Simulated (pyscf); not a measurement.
Cl–C•(Cl)–Cl + HC≡CH -> •HC=CH–C(Cl)(Cl)–Cl, an addition (doublet surface; none broken, C–C formed). Single points on ωB97X-D3(BJ)/def2-SVP structures (PySCF, gas phase). Energies in kcal/mol from the separated reactants.

Small-basis levels: PySCF, no dispersion term, spherical d functions. AM1 to PM7: differences of heats of formation from MOPAC. Open shells are spin-unrestricted. 

```csv
level,barrier,reaction energy
HF/6-31G*,14.3,-22.7
MP2/6-31G*,18.8,-16.3
BP86/6-31G*,4.0,-22.5
PBE/def2-SVP,(withheld),-23.3
B3LYP/def2-SVP,(withheld),-18.7
AM1,13.2,-7.7
PM3,12.9,-15.0
ωB97M-D3(BJ)/def2-TZVP,(withheld),-18.9
```

Question: Some entries are withheld; supply them.

Answer: 
- PBE/def2-SVP, barrier: 3.8
- B3LYP/def2-SVP, barrier: 9.1
- ωB97M-D3(BJ)/def2-TZVP, barrier: 8.6

Against the last row the barrier runs from -4.8 (PBE/def2-SVP) to +10.2 kcal/mol (MP2/6-31G*). ωB97M-D3(BJ)/def2-TZVP has limits of its own. •HC=CH–C(Cl)(Cl)–Cl lies 38.3 kcal/mol over its isomer Cl–CH=CH–C•(Cl)–Cl (electronic energy, ωB97M-D3(BJ)). One saddle was located; it need not be the lowest between these sides.
